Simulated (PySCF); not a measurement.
# PH3 (phosphine) at BCCD(T)/6-31G

What is the energy change on altering one bond length of PH3 (phosphine) at BCCD(T)/6-31G? Input form: a Python script.

The results are computed with PySCF 2.14.0.

6 further runs of the same task are left out: 6 set aside as unsound or not needed.

## Step 1: The structure to begin with

PH3: 4 atoms, total charge 0, spin state singlet. SMILES: `P`. Geometry: relaxed at PBE0-D4/def2-TZVP.

Bond lengths: P1–H2 1.420 Å, P1–H3 1.420 Å, P1–H4 1.420 Å. Angles: H2–P1–H3 93.1°, H2–P1–H4 93.1°, H3–P1–H4 93.1°.

## Step 2: The energy at BCCD(T)/6-31G

Input file job.py:

```python
# P
from pyscf import gto, scf, cc
from pyscf.cc.bccd import bccd_kernel_

molecule = gto.M(
    atom='''
P      0.653845    -0.616996    -0.628901
H      1.192228    -0.064251     1.940749
H     -1.900120    -1.252888    -0.108092
H      0.054235     1.934135    -1.203567
''',
    verbose=3,
    max_memory=1860,
    unit='bohr',
    basis='6-31g',
)

myscf = scf.RHF(molecule)
myscf.conv_tol = 1e-10
myscf.kernel()
if not myscf.converged:
    myscf = myscf.newton().run(myscf.mo_coeff, myscf.mo_occ)

mycc = cc.CCSD(myscf, frozen=5).run()
mycc = bccd_kernel_(mycc, diis=True)
e_t = mycc.ccsd_t()
energy = mycc.e_tot + e_t
print('Final energy', energy)
```

On the command line:

```console
$ OMP_NUM_THREADS=1 python job.py
```

The program printed:

```text
converged SCF energy = -342.395714305145
E(CCSD) = -342.4806754188828  E_corr = -0.08496111373740237
BCCD loop starts.

******** <class 'pyscf.cc.ccsd.CCSD'> ********
CC2 = 0
CCSD nocc = 4, nmo = 14
frozen orbitals 5
max_cycle = 50
direct = 0
conv_tol = 1e-07
conv_tol_normt = 1e-05
diis_space = 6
diis_start_cycle = 0
diis_start_energy_diff = 1e+09
Init E_corr(CCSD) = -0.0849517869209335
cycle = 1  E_corr(CCSD) = -0.0856660595755998  dE = -0.000714272655  norm(t1,t2) = 0.013509
cycle = 2  E_corr(CCSD) = -0.085589298055993  dE = 7.67615196e-05  norm(t1,t2) = 0.00334576
cycle = 3  E_corr(CCSD) = -0.0854937023254008  dE = 9.55957306e-05  norm(t1,t2) = 0.00130951
cycle = 4  E_corr(CCSD) = -0.0854567273378096  dE = 3.69749876e-05  norm(t1,t2) = 0.000287862
cycle = 5  E_corr(CCSD) = -0.0854552936775519  dE = 1.43366026e-06  norm(t1,t2) = 6.22993e-05
cycle = 6  E_corr(CCSD) = -0.0854557786307297  dE = -4.84953178e-07  norm(t1,t2) = 1.46376e-05
cycle = 7  E_corr(CCSD) = -0.0854560037890817  dE = -2.25158352e-07  norm(t1,t2) = 3.13466e-06
cycle = 8  E_corr(CCSD) = -0.0854560641508461  dE = -6.03617644e-08  norm(t1,t2) = 4.37771e-07
CCSD converged
E(CCSD) = -342.4806800771182  E_corr = -0.08545606415084608
BCC iter:    0  E:    -342.480680077118  dE:   -4.658e-06  |t1|:    3.434e-04

******** <class 'pyscf.cc.ccsd.CCSD'> ********
CC2 = 0
CCSD nocc = 4, nmo = 14
frozen orbitals 5
max_cycle = 50
direct = 0
conv_tol = 1e-07
conv_tol_normt = 1e-05
diis_space = 6
diis_start_cycle = 0
diis_start_energy_diff = 1e+09
Init E_corr(CCSD) = -0.085452388479615
cycle = 1  E_corr(CCSD) = -0.0854480612663081  dE = 4.32721331e-06  norm(t1,t2) = 0.000299657
cycle = 2  E_corr(CCSD) = -0.08544756433544  dE = 4.96930868e-07  norm(t1,t2) = 5.4388e-05
cycle = 3  E_corr(CCSD) = -0.085448311243942  dE = -7.46908502e-07  norm(t1,t2) = 1.99206e-05
cycle = 4  E_corr(CCSD) = -0.0854487820307185  dE = -4.70786777e-07  norm(t1,t2) = 3.34413e-06
cycle = 5  E_corr(CCSD) = -0.0854488363938253  dE = -5.43631068e-08  norm(t1,t2) = 5.64787e-07
CCSD converged
E(CCSD) = -342.4806801027582  E_corr = -0.08544883639382532
BCC iter:    1  E:    -342.480680102758  dE:   -2.564e-08  |t1|:    3.825e-05

******** <class 'pyscf.cc.ccsd.CCSD'> ********
CC2 = 0
CCSD nocc = 4, nmo = 14
frozen orbitals 5
max_cycle = 50
direct = 0
conv_tol = 1e-07
conv_tol_normt = 1e-05
diis_space = 6
diis_start_cycle = 0
diis_start_energy_diff = 1e+09
Init E_corr(CCSD) = -0.0854488822235232
cycle = 1  E_corr(CCSD) = -0.0854487987410007  dE = 8.34825225e-08  norm(t1,t2) = 3.69396e-05
cycle = 2  E_corr(CCSD) = -0.085448913723305  dE = -1.14982304e-07  norm(t1,t2) = 4.17008e-06
cycle = 3  E_corr(CCSD) = -0.0854489228200807  dE = -9.09677571e-09  norm(t1,t2) = 1.08138e-06
CCSD converged
E(CCSD) = -342.4806801119857  E_corr = -0.08544892282008068
BCC iter:    2  E:    -342.480680111986  dE:   -9.227e-09  |t1|:    3.356e-06
CCSD(T) correction = -0.000767053503227973
Final energy -342.481447165489
```

It took 0.76 s on 1 thread of Arm Neoverse V2, shared host; peak memory 0.1 GiB.

## Step 3: The distorted shape at the same level

Input file calc.py:

```python
from pyscf import gto, scf, cc
from pyscf.cc.bccd import bccd_kernel_

mol = gto.Mole()
mol.atom = '''
P        0.726755      -1.946477       0.032115
H        1.011655      -1.653977       1.391915
H       -0.624745      -2.282977       0.307715
H        0.028700       1.023500      -0.636900
'''
mol.basis = '6-31g'
mol.spin = 0
mol.verbose = 3
mol.max_memory = 1860
mol.build()

mf = scf.RHF(mol)
mf.conv_tol = 1e-10
mf.kernel()
if not mf.converged:
    mf = mf.newton().run(mf.mo_coeff, mf.mo_occ)

mycc = cc.CCSD(mf, frozen=5).run()
mycc = bccd_kernel_(mycc, diis=True)
e_t = mycc.ccsd_t()
etot = mycc.e_tot + e_t
print('Final energy', etot)
```

On the command line:

```console
$ OMP_NUM_THREADS=1 python calc.py
```

The program printed:

```text
converged SCF energy = -342.20875005989
E(CCSD) = -342.3762664604026  E_corr = -0.1675164005130785
BCCD loop starts.

[... 25 lines left out ...]
CCSD converged
[... 26 lines left out ...]
CCSD converged
[... 24 lines left out ...]
CCSD converged
[... 3 lines left out ...]
******** <class 'pyscf.cc.ccsd.CCSD'> ********
CC2 = 0
CCSD nocc = 4, nmo = 14
frozen orbitals 5
max_cycle = 50
direct = 0
conv_tol = 1e-07
conv_tol_normt = 1e-05
diis_space = 6
diis_start_cycle = 0
diis_start_energy_diff = 1e+09
Init E_corr(CCSD) = -0.18017252929818
cycle = 1  E_corr(CCSD) = -0.180180220270642  dE = -7.69097246e-06  norm(t1,t2) = 6.36561e-05
cycle = 2  E_corr(CCSD) = -0.180177053763082  dE = 3.16650756e-06  norm(t1,t2) = 1.77994e-05
cycle = 3  E_corr(CCSD) = -0.180177567604103  dE = -5.13841022e-07  norm(t1,t2) = 7.10406e-06
cycle = 4  E_corr(CCSD) = -0.180177372007122  dE = 1.95596981e-07  norm(t1,t2) = 3.0329e-06
cycle = 5  E_corr(CCSD) = -0.180177195182721  dE = 1.76824401e-07  norm(t1,t2) = 1.3774e-06
cycle = 6  E_corr(CCSD) = -0.180177141810759  dE = 5.33719618e-08  norm(t1,t2) = 6.0284e-07
CCSD converged
E(CCSD) = -342.3765223152842  E_corr = -0.1801771418107594
BCC iter:    3  E:    -342.376522315284  dE:    1.284e-07  |t1|:    6.139e-06
CCSD(T) correction = -0.00423626236422347
Final energy -342.3807585776484
```

Run time: 0.92 s. Hardware: 1 thread of Arm Neoverse V2, shared host; peak memory 0.1 GiB.

## Step 4: Summary of results

Level: BCCD(T)/6-31G, 5 core orbitals frozen.

| quantity | value |
| --- | --- |
| first shape: total energy | -342.48145 Eh |
| first shape: correlation energy (5 core orbitals frozen) | -85.7 mEh |
| first shape: (T) correction | -0.77 mEh |
| distorted shape: total energy | -342.38076 Eh |
| distorted shape: correlation energy (5 core orbitals frozen) | -172.0 mEh |
| distorted shape: (T) correction | -4.24 mEh |
| energy change with the P1–H4 bond stretched from 1.420 to 3.123 Å | 2.740 eV |

In words: With the P1–H4 bond stretched from 1.420 to 3.123 Å the energy rises by 2.74 eV (63 kcal/mol). The first shape isn't relaxed at this level, so the change isn't measured from a minimum. A restricted reference can't describe the breaking bond well at this length. The triples (first shape) make up 0.9 % of the correlation energy. The triples (distorted shape) make up 2.5 % of the correlation energy.
